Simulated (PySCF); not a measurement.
Bonds broken one at a time in the series SiH2(OH)-X. Gas-phase values, no solvent. One relaxed conformer stands for each flexible species; it need not be the lowest. Strings in code marks are SMILES.

Method: PBE0-D4/def2-TZVP (PySCF). 

```tsv
species	highest occupied spin orbital (eV)
whole molecule (`[SiH2](C)O` (C–Si–O–H torsion 70°))	–
radical fragment (`O[SiH2]`)	-6.18
radical fragment (`C[SiH2]`)	-5.90
radical fragment (`[SiH2]Cl`)	(withheld)
whole molecule (`N#C[SiH2]O`)	–
radical fragment (`N#C[SiH2]`)	-7.21
radical fragment (`[CH]=O`)	-6.39
whole molecule (`C=C[SiH2]O` (C–C–Si–O torsion 6°, C–Si–O–H torsion 73°))	–
```

### Question
Some entries are withheld; supply them.

### Answer

- radical fragment (`[SiH2]Cl`), highest occupied spin orbital (eV): -6.54
